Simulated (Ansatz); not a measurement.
A nudged elastic band was laid between two geometries of C₄H₇NO (13 atoms, charge 0, multiplicity 1).

Theory: Ansatz, RKS PBE-D4/6-31G.

| Item | Value |
| --- | --- |
| movable images | 3 |
| climbing image | yes |
| spring | 5.0 eV/Å² |
| optimiser | quadratic models (default) |
| start path | through a guess of the saddle point |
| force threshold | 0.05 eV/Å |
| iteration limit | 60 |
| end points | relaxed |

Image 0:

```xyz
13
Properties=species:S:1:pos:R:3
C -1.382 -0.837 1.467
C -0.396 -0.364 0.459
N 0.532 -1.065 -0.114
C 1.267 -0.143 -1.043
C 0.570 1.246 -0.900
O -0.511 1.004 0.114
H -1.236 -1.910 1.646
H -2.412 -0.657 1.115
H -1.259 -0.287 2.416
H 2.332 -0.112 -0.754
H 1.208 -0.541 -2.070
H 0.081 1.596 -1.822
H 1.225 2.035 -0.500
```

Image 4:

```xyz
13
Properties=species:S:1:pos:R:3
C -1.365 -0.524 1.768
C -0.577 -0.165 0.733
N -0.081 -0.929 -0.332
C 0.977 -0.215 -1.052
C 0.550 1.237 -0.763
O -0.096 1.159 0.571
H -1.675 -1.559 1.909
H -0.157 -1.939 -0.333
H -1.709 0.226 2.476
H 1.993 -0.422 -0.652
H 0.966 -0.446 -2.129
H -0.191 1.594 -1.500
H 1.384 1.947 -0.681
```

Problem. What changes between the two ends?

Solution. Bonds broken: C1–H8. Bonds formed: N3–H8.

Problem. What energy profile does the band end with?

Solution. The run converged. The highest image is number 2 of 0 to 4, 295.2 kJ/mol above the first end and 237.0 kJ/mol above the last; the last end lies 58.2 kJ/mol above the first. Neighbouring images differ by up to 3.0 eV, so the band resolves the path poorly. Another band between the same ends (9 images) ends at a top of the same energy, where a vibrational analysis finds 1 clearly imaginary mode. So few images can step over the top or miss a turn of the path. The orbitals stay closed-shell, which can raise the energy where a bond breaks towards radicals; this wasn't checked here. Limits of this set-up: no polarisation functions.

```csv
image,path coordinate (Å),energy (kJ/mol),C1–H8 (Å),N3–H8 (Å)
0,0.00,0.0,1.10,3.22
1,1.79,4.5,1.10,2.84
2,3.59,295.2,1.67,1.28
3,4.56,100.2,2.52,1.01
4,5.52,58.2,2.81,1.01
```

Problem. What is the geometry of the highest image?

Solution. 
```xyz
13
Properties=species:S:1:pos:R:3
C -1.324 -0.822 1.579
C -0.543 -0.065 0.646
N -0.163 -0.847 -0.377
C 0.952 -0.178 -1.128
C 0.663 1.307 -0.758
O -0.107 1.245 0.552
H -0.736 -1.461 2.252
H -0.910 -1.694 0.222
H -2.191 -0.359 2.061
H 1.944 -0.514 -0.775
H 0.869 -0.364 -2.208
H 0.007 1.807 -1.488
H 1.558 1.910 -0.565
```

Time of the run: 4.9 min on 1 thread of Arm Neoverse V2, on a shared host, peak memory 0.13 GiB.
